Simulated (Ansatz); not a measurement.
Name a neutral molecule of C, Cl, N, O, P and H with HOMO–LUMO gap (ωB97M-V/def2-TZVPP) between 10.00 and 10.30 eV and LUMO energy (B3LYP/def2-TZVPP) between -1.65 and -1.35 eV (Ansatz, PBE0-D4/def2-TZVP geometry).

`OP/N=C/CCl` (10.03 eV, -1.52 eV). Other molecules can fit too; these were computed, each in one conformer that needn't be the lowest.

B3LYP here is the variant with VWN-RPA as its local correlation; programs differ in this.
